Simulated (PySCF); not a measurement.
**Electronic absorption of cyanoallene**

Species: cyanoallene, C4H3N.
Structure used (PBE0-D3(BJ)/def2-SVP), in Å, numbered top down from 1:
```
atom  x, y, z in Å
C1    -1.6920    0.1732    0.0197
C2    -0.4398   -0.1623   -0.0983
C3     0.8275   -0.5044   -0.2190
C4     1.8961    0.3250    0.2383
N5     2.7765    0.9859    0.6025
H6    -2.2004    0.7415   -0.7666
H7    -2.2677   -0.1000    0.9107
H8     1.1000   -1.4587   -0.6866
```

Method used: TDDFT B3LYP/def2-SVPD, vertical, gas phase, core orbitals frozen in the response in PySCF 2.14.0, density-fitted response routines.

```json
{"state": "S1", "E (eV)": "5.39", "E (hartree)": "0.1980", "f": "0.0005", "symmetry": "–", "main configurations (H = HOMO, L = LUMO)": "H-1→L (88%), H→L+1 (12%)"}
{"state": "S2", "E (eV)": "5.66", "E (hartree)": "0.2079", "f": "0.0001", "symmetry": "–", "main configurations (H = HOMO, L = LUMO)": "H→L+1 (87%), H-1→L (12%)"}
{"state": "S3", "E (eV)": "6.20", "E (hartree)": "0.2279", "f": "0.335", "symmetry": "A′", "main configurations (H = HOMO, L = LUMO)": "H→L (87%)"}
{"state": "S4", "E (eV)": "6.37", "E (hartree)": "0.2341", "f": "0.0000", "symmetry": "–", "main configurations (H = HOMO, L = LUMO)": "H-2→L (97%)"}
{"state": "S5", "E (eV)": "6.97", "E (hartree)": "0.2562", "f": "0.0007", "symmetry": "–", "main configurations (H = HOMO, L = LUMO)": "H→L+2 (63%), H→L+3 (33%)"}
{"state": "S6", "E (eV)": "7.37", "E (hartree)": "0.2707", "f": "0.0000", "symmetry": "–", "main configurations (H = HOMO, L = LUMO)": "H→L+3 (56%), H→L+2 (34%)"}
{"state": "S7", "E (eV)": "7.42", "E (hartree)": "0.2728", "f": "0.204", "symmetry": "A′", "main configurations (H = HOMO, L = LUMO)": "H-1→L+1 (62%), H-1→L+2 (18%), H-4→L (8%)"}
{"state": "S8", "E (eV)": "7.44", "E (hartree)": "0.2735", "f": "0.0076", "symmetry": "A″", "main configurations (H = HOMO, L = LUMO)": "H-3→L (98%)"}
{"state": "S9", "E (eV)": "7.61", "E (hartree)": "0.2796", "f": "0.190", "symmetry": "A′", "main configurations (H = HOMO, L = LUMO)": "H-2→L+1 (78%)"}
{"state": "S10", "E (eV)": "7.76", "E (hartree)": "0.2853", "f": "0.101", "symmetry": "A′", "main configurations (H = HOMO, L = LUMO)": "H-1→L+2 (70%), H-1→L+1 (14%)"}
```

Triplets (Tamm–Dancoff): T1 3.91 eV, H→L (95%); T2 4.75 eV, H-1→L+1 (92%); T3 5.03 eV, H-1→L (88%), H→L+1 (10%); T4 5.37 eV, H→L+1 (86%), H-1→L (10%).

The lowest singlet lies at 5.39 eV (230 nm, ultraviolet) and is dark (f under 0.0005); its leading configuration is HOMO-1→LUMO (88%). The most intense listed level is S3 at 6.20 eV (200 nm, f = 0.335), 0.81 eV above S1. Löwdin shares by element: HOMO carbon 64% or more, nitrogen 23%; LUMO carbon 64% or more, nitrogen 15% (atoms not listed hold the other 21%). Of the 10 states listed, 4 reach f = 0.01 and 4 stay under 0.0005. The listed states span 2.38 eV, and the widest gap between neighbours is 0.60 eV (S4 to S5). Weighted by f, the mean energy of these states is 7.02 eV. No computed singlet lies in the visible range (380 to 750 nm); the lowest, at 230 nm, stands 2.12 eV above its violet end (3.26 eV). The vertical ionisation energy (ΔSCF) is 10.34 eV, 2.57 eV above S10. Symmetry labels in Cs follow from the direction of the transition dipole and are given only for states with f of 0.002 or more. The window holds the lowest 10 singlets.

The run took 20 s on an x86-64 server with one thread (shared host).
